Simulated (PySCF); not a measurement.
methyl propyl ketone: calculation and literature

Atom-mapped SMILES (the numbers label the heavy atoms): `[CH3:1][CH2:2][CH2:3][C:4]([CH3:5])=[O:6]`. Hydrogens are named by the atom that carries them.

What is known from experiment: δ 13C C3 45.2; C2 17.5; C1 13.5; δ 1H H(C3) 2.40; H(C2) 1.60; H(C1) 0.93 ppm (measured; solution, not stated per compound (mostly CDCl3 or CCl4); Pretsch, Buehlmann, Badertscher, Structure Determination of Organic Compounds, 4th ed. (2009)).

PySCF 2.14 calculation with PBE0-D3(BJ)/def2-SVP structure and σ from GIAO-HF/pcSseg-2; non-relativistic Hamiltonian, one conformer, averaged over atoms made equivalent by symmetry, fast rotation or ring inversion, no solvent.

Question: Set the calculated values beside the experiment.

Answer: 
Reference values: measured (solution, not stated per compound (mostly CDCl3 or CCl4); Pretsch, Buehlmann, Badertscher, Structure Determination of Organic Compounds, 4th ed. (2009)).
```
atoms  quantity  reference  computed
   C3     δ 13C       45.2      42.9
   C2     δ 13C       17.5      18.6
   C1     δ 13C       13.5      15.8
H(C3)      δ 1H       2.40      1.99
H(C2)      δ 1H       1.60      1.53
H(C1)      δ 1H       0.93      0.92
```

Computed shifts are σ(ref) − σ with the named reference compound (TMS for H and C) calculated as an isolated molecule at the same level.

Question: How far are the unscaled 13C shifts from the references?

Answer: Mean signed difference +0.37 ppm, mean absolute 1.90 ppm over 3 comparisons; the largest is -2.3 ppm at C3 (sp3 CH2 α to a carbonyl).

Question: How far are the unscaled 1H shifts from the references?

Answer: Mean signed difference -0.16 ppm, mean absolute 0.16 ppm over 3 comparisons; the largest is -0.41 ppm at H(C3) (hydrogen on an sp3 CH2 α to a carbonyl).

6 of the 12 published NMR values on file for this molecule are compared.
